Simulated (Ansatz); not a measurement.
Candidates: wurtzite ZnO, wurtzite AlN, zinc-blende GaAs, zinc-blende BAs, 3C-SiC, zinc-blende GaSb. Level: HSE06 (Ansatz, a program for electronic structure, PAW).

Ansatz's runs of these crystals have no spin polarisation.

Spin–orbit coupling is left out, also for the solids with elements from indium on (zinc-blende GaSb); its size isn't shown.

Free atoms are spin-polarised, in the lowest state found; at levels without +SOC their spin–orbit coupling is left out. Each level is taken at its own relaxed cell. Ansatz's density-functional and Hartree–Fock values are scalar-relativistic unless marked +SOC, with PAW data made under PBE.

Order them by their cohesive energy at this level, smallest first.

zinc-blende GaSb (2.82 eV/atom), zinc-blende GaAs (3.16 eV/atom), wurtzite ZnO (3.49 eV/atom), zinc-blende BAs (4.60 eV/atom), wurtzite AlN (5.68 eV/atom), 3C-SiC (6.42 eV/atom)
